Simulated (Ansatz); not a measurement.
Computed with Ansatz on PBE0-D4/def2-TZVP structures; ΔE is electronic, products minus reactants. CBS: MP2 limit from def2 TZ/QZ plus the TZ coupled-cluster correction, frozen cores. DFT in def2-TZVPP. B3LYP here is the variant with VWN-RPA as its local correlation; programs differ in this. HSE06 is defined as in plane-wave codes. Open shells (•) are unrestricted, without spin–orbit coupling.

Consider the isomerisation: `[CH2]BC`• → `[BH]CC`•.

`[CH2]BC`•:

```xyz
9

C     1.461   -0.314   -0.305
B     0.186    0.524   -0.175
C    -1.171   -0.069    0.320
H     1.496   -1.375   -0.065
H     2.410    0.093   -0.645
H     0.238    1.689   -0.466
H    -1.153   -1.133    0.564
H    -1.517    0.483    1.203
H    -1.951    0.102   -0.432
```

`[BH]CC`•:

```xyz
9

B     0.606   -1.431   -0.525
C    -0.298   -0.211   -0.291
C     0.179    0.900    0.639
H     0.386   -2.382   -1.217
H    -0.529    0.187   -1.294
H    -1.267   -0.617    0.046
H    -0.555    1.705    0.718
H     1.115    1.333    0.281
H     0.364    0.515    1.643
```

```csv
level,ΔE (kcal/mol),difference from CCSD(T)/CBS
LDA (SPW92),19.2,-3.2
PBE-D4,21.3,-1.1
revPBE-D4,21.0,-1.4
BLYP-D4,23.2,0.8
r2SCAN-D4,22.9,0.5
B97M-V,24.4,2.0
PBE0-D4,21.9,-0.5
B3LYP-D4,23.6,1.2
r2SCANh-D4,23.0,0.6
r2SCAN0-D4,23.1,0.7
HSE06-D4,21.9,-0.5
BHLYP-D4,24.7,2.3
CAM-B3LYP-D4,23.5,1.1
ωB97X-V,22.8,0.4
B2PLYP,23.2,0.8
PBE-QIDH,21.8,-0.6
PBE,21.5,-0.9
BLYP,23.7,1.3
r2SCAN,23.0,0.6
B3LYP,24.0,1.6
r2SCANh,23.0,0.6
r2SCAN0,23.1,0.7
HSE06,22.0,-0.4
BHLYP,24.9,2.5
LC-ωPBE,22.1,-0.3
RPA@PBE/def2-TZVPP,21.6,-0.8
HF/def2-SVP,24.6,2.2
MP2/def2-SVP,19.8,-2.6
CCSD/def2-SVP,21.7,-0.7
CCSD(T)/def2-SVP,21.2,-1.2
MP2/def2-TZVPP,20.7,-1.7
SCS-MP2/def2-TZVPP,21.6,-0.8
CCSD/def2-TZVPP,23.0,0.6
CCSD(T)/def2-TZVPP,22.4,0.0
HF/def2-QZVPP,25.2,2.8
MP2/def2-QZVPP,20.7,-1.7
SCS-MP2/def2-QZVPP,21.7,-0.7
HF/CBS(def2),25.2,2.8
MP2/CBS(def2),20.8,-1.6
CCSD/CBS(def2),23.0,0.6
CCSD(T)/CBS,22.4,0
```

Largest T1 diagnostic among the species: 0.011.

In def2-TZVPP, CCSD(T) changes the Hartree–Fock value by −2.8 kcal/mol (the triples alone add −0.6 kcal/mol) and MP2 by −4.5 kcal/mol. Leaving LDA and LC-ωPBE aside and taking each functional with its dispersion term where it has one, the values spread over 3.7 kcal/mol, from revPBE-D4 to BHLYP-D4. LDA lies −2.3 kcal/mol from PBE without D4. At CCSD(T), def2-SVP lies −1.2 kcal/mol from the extrapolated value and def2-TZVPP +0.0 kcal/mol.
